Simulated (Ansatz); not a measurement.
# H₃O (doublet): wave-function methods side by side at distance O1–H3 along a hydrogen transfer = 1.121 Å, cc-pVDZ

Aim: climb from Hartree-Fock through coupled cluster and multireference methods for H₃O (doublet) at one geometry and basis, and see what each rung misses.

Method: cc-pVDZ, core rule «outside noble gas», up to 1 orbitals frozen; program: Ansatz 0.2.0, Gaussian basis.

Plan: UHF; CCSD(T) on ROHF; CCSD(T) on UHF; BCCD(T) on ROHF; CISD; CCSDT(Q) on ROHF; CCSDT(Q) on UHF; CCSDTQ on ROHF; CCSDTQ on UHF; CASSCF and MRCISD+Q, 3 electrons in 3 orbitals; CASSCF and NEVPT2, 3 electrons in 3 orbitals; CASSCF and MRCISD+Q, 9 electrons in 7 orbitals; CASSCF and NEVPT4(SD), 9 electrons in 7 orbitals; CASSCF and NEVPT2, 9 electrons in 7 orbitals.

## Step 1: What is computed

The geometry derives from fragments relaxed apart (PBE0/def2-TZVP) and kept rigid, so it is no stationary point. A hydrogen atom is moved between rigid fragments.

4 atoms, charge 0, spin multiplicity 2.

Atoms are counted from 1 here; the program's logs count them from 0.

Bond lengths: O1–H2 0.960 Å, O1–H3 1.121 Å, H3–H4 0.810 Å. Angles: H2–O1–H3 105.1°, O1–H3–H4 180.0°.

## Step 2: UHF

in.yaml reads:

```yaml
crystal:
  periodic: [false, false, false]
  atoms:
    - {symbol: O, position_ang: [-0.148500, -0.049094, 0.000000]}
    - {symbol: H, position_ang: [-0.397809, 0.877481, 0.000000]}
    - {symbol: H, position_ang: [0.972500, -0.049094, 0.000000]}
    - {symbol: H, position_ang: [1.782500, -0.049094, 0.000000]}
basis:
  gaussian: {orbitals: cc-pVDZ}
magnetization: {spin_polarized: true, initial_magnetization: 1}
hamiltonian: {xc: hf}
output: {orbitals: {seedname: orbitals}}
```

Run with:

```bash
$ ansatz run in.yaml --threads 1 --pin off --events-out ev --progress --plain --max-ram 5120MiB --backend cpu
```

Further steps of the session: CCSD(T) on ROHF; CCSD(T) on UHF; BCCD(T) on ROHF; CISD; CCSDT(Q) on ROHF; CCSDT(Q) on UHF; CCSDTQ on ROHF; CCSDTQ on UHF; CASSCF and MRCISD+Q, 3 electrons in 3 orbitals; CASSCF and NEVPT2, 3 electrons in 3 orbitals; CASSCF and MRCISD+Q, 9 electrons in 7 orbitals; CASSCF and NEVPT4(SD), 9 electrons in 7 orbitals; CASSCF and NEVPT2, 9 electrons in 7 orbitals.

Q: Predict the results of all the runs planned. Wanted: UCCSDTQ below the RHF energy; RMP2 from UCCSDTQ; UMP2 from UCCSDTQ; RCCSD from UCCSDTQ; RCCSD(T) from UCCSDTQ; UCCSD(T) from UCCSDTQ; RCCSDT(Q) from UCCSDTQ; UCCSDT(Q) from UCCSDTQ; NEVPT2 pair from UCCSDTQ.

The runs gave:

| quantity | value |
| --- | --- |
| UCCSDTQ below the RHF energy | -6.5303 eV |
| RMP2 from UCCSDTQ | +45.0 kJ/mol |
| UMP2 from UCCSDTQ | +58.4 kJ/mol |
| RCCSD from UCCSDTQ | +12.9 kJ/mol |
| RCCSD(T) from UCCSDTQ | +2.1 kJ/mol |
| UCCSD(T) from UCCSDTQ | +2.1 kJ/mol |
| RCCSDT(Q) from UCCSDTQ | -0.1 kJ/mol |
| UCCSDT(Q) from UCCSDTQ | -0.1 kJ/mol |
| NEVPT2 pair from UCCSDTQ | +45.8 kJ/mol |
| MRCISD+Q pair from UCCSDTQ | +4.9 kJ/mol |
| NEVPT2 valence from UCCSDTQ | +70.0 kJ/mol |
| levels within 1 kcal/mol (43 meV) | RCCSD(T), UCCSD(T), BCCD(T), RCCSDT, UCCSDT, RCCSDT(Q), UCCSDT(Q), RCCSDTQ, MRCISD+Q valence |
| T1 diagnostic | 0.020 |
| effectively unpaired electrons | 1.01 |

In words: RCCSD(T) lands +2.1 kJ/mol from the yardstick (0.3 % of the correlation energy). One determinant dominates. Of the multireference levels listed MRCISD+Q valence comes nearest in total energy (+1.8 kJ/mol), which doesn't show that its space is the better one. These misses are within one basis, not against nature; the frozen cores of restricted and unrestricted runs differ, which can shift their rows.
